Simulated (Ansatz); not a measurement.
Input file for Ansatz (a first-principles code): R-wB97X-V/def2-TZVPPD on H2O (SMILES O). Files ending in .json are basis or fitting sets from the Basis Set Exchange.

Ansatz 0.2 input:
```yaml
crystal:
  periodic: [false, false, false]
  atoms:
    - {symbol: O, position_ang: [0.00000000, -0.05786571, -1.47979303]}
    - {symbol: H, position_ang: [0.00000000, 0.82293384, -1.85541474]}
    - {symbol: H, position_ang: [0.00000000, 0.07949567, -0.51934253]}
basis:
  gaussian:
    orbitals: def2-TZVPPD.json
hamiltonian:
  xc: {name: wB97X-V}
scf: {lower_state_search: off}
```

The head of its log:

```
WARN ansatz: RAYON_NUM_THREADS=1 ignored (pool sized by the plan → 1); use --threads N
Functional definition: wB97X-V
these checks for a lower state are left out or cut short: stability, starts, cluster_reference, orbital_swaps, neighbouring_geometries, increment
integrals: 0.01 GiB planned
302 factors; their error is unknown
integrals: 0.04 GiB planned
104 factors; integrals over basis functions are off by at most 2.9e-5 eV
mean field: 0.16 GiB planned
mean field evaluation 1: about -2076.8899 eV, gradient 4.4e1 eV
mean field evaluation 2: about -2076.3757 eV, gradient 4.9e1 eV
```

Task: Give the final energy of this run.

Result: -76.4370 hartree.
